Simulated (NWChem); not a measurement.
System: methylamine (CH5N); SMILES NC

Computed with NWChem. Each level has its own optimisation; frequencies are unscaled.

For level PBE/def2-SVP:

```
Item                               Value
---------------------------------  -----
highest harmonic frequency (cm⁻¹)   3484
lowest (cm⁻¹)                        328
zero-point energy (kcal/mol)        38.9
dipole (D)                          1.31
```

### Question
Estimate the same quantities for level Hartree-Fock/STO-3G.

### Answer
The highest harmonic frequency (cm⁻¹) comes out as 4085. The lowest (cm⁻¹) comes out as 355 and the zero-point energy (kcal/mol) is 47.4. The dipole (D) is 1.62.
